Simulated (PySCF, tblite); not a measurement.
Isomers of H6NSi2 (doublet state), one GFN2-xTB conformer each. Single-point energies are computed at B3LYP/pcH-1 (PySCF, gas phase, no added dispersion term), electronic only. GFN2-xTB treats the open shell by occupation alone, and not every SCF solution was tested for stability.

Question: Rank them by B3LYP/pcH-1 energy, lowest first (kcal/mol).
A. `[SiH2:1][NH:2][SiH3:3]` (doublet state) with H–Si1–N2–Si3 -20° and -145°
B. `[NH:1][SiH2:2][SiH3:3]` (doublet state) with H–N1–Si2–Si3 -94°
C. `[NH2:1][SiH2:2][SiH2:3]` (doublet state) with H–N1–Si2–Si3 50° and -174°, N1–Si2–Si3–H -167° and 60°
D. `[NH2:1][SiH:2][SiH3:3]` (doublet state) with H–N1–Si2–Si3 -167° and 52°

Answer: A (0.0), D (7.7), C (9.9), B (33.1).

As drawn, the highest has an Si–Si bond, which the lowest lacks. Neighbours under 5.0 kcal/mol apart (N[SiH][SiH3] and N[SiH2][SiH2]) can change places with a better method, another conformer or zero-point energy. GFN2-xTB itself gives, in the same order: 0.0, 20.6, 21.0, 27.0. Both levels put the same isomer lowest; measured from each level's own lowest isomer, the values differ by up to 12.9 kcal/mol (N[SiH][SiH3]: 20.6 against 7.7).

What happens when harmonic zero-point energies from GFN2-xTB frequencies are added?

| SMILES | ZPE (kcal/mol) | electronic (kcal/mol) | with ZPE (kcal/mol) |
| --- | --- | --- | --- |
| [SiH2]N[SiH3] | 33.8 | 0.0 | 0.0 |
| N[SiH][SiH3] | 35.3 | 7.7 | 9.2 |
| N[SiH2][SiH2] | 35.1 | 9.9 | 11.2 |
| [NH][SiH2][SiH3] | 32.8 | 33.1 | 32.1 |

The zero-point energies span 2.5 kcal/mol. The order is unchanged.

As an exercise, what shares would exp(−E/RT) give at 2000 K from these electronic energies alone (no entropy, no degeneracies)?

RT = 3.974 kcal/mol: [SiH2]N[SiH3] 81.4 %, N[SiH][SiH3] 11.7 %, N[SiH2][SiH2] 6.8 %, [NH][SiH2][SiH3] under 0.1 %.
